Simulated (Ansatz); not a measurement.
Elastic constant C33 (GPa) of solids drawn from the class of oxides, at two levels: PBE (Ansatz, a quantum-chemistry and plane-wave program, plane waves, PAW), and LDA (Ansatz, PAW).

```csv
solid,PBE,LDA
rutile SnO₂,377,430
anatase TiO₂ (metastable phase),190,203
stishovite (SiO2),690,747
corundum (α-Al2O3),452,?
rutile TiO₂,473,528
A-type hexagonal La₂O₃,129,138
```

Estimate the withheld LDA value from the other rows.

One way: carry over the typical ratio. The ratios LDA / PBE of the other rows, in order: 1.068, 1.070, 1.083, 1.116, 1.141; median 1.083. Corundum (α-Al2O3): 452 × 1.083 = 490 GPa; the run gives 492 GPa. The ratios spread from 1.068 to 1.141, so such an estimate is rough.

Over all 6 rows LDA is the larger in 6.

Ansatz's runs of these crystals have no spin polarisation.

Spin–orbit coupling is left out, also for the solids with elements from indium on (rutile SnO2, A-type hexagonal La2O3); its size isn't shown.

Each level is taken at its own relaxed cell. Ansatz's density-functional and Hartree–Fock values are scalar-relativistic unless marked +SOC, with PAW data made under PBE.
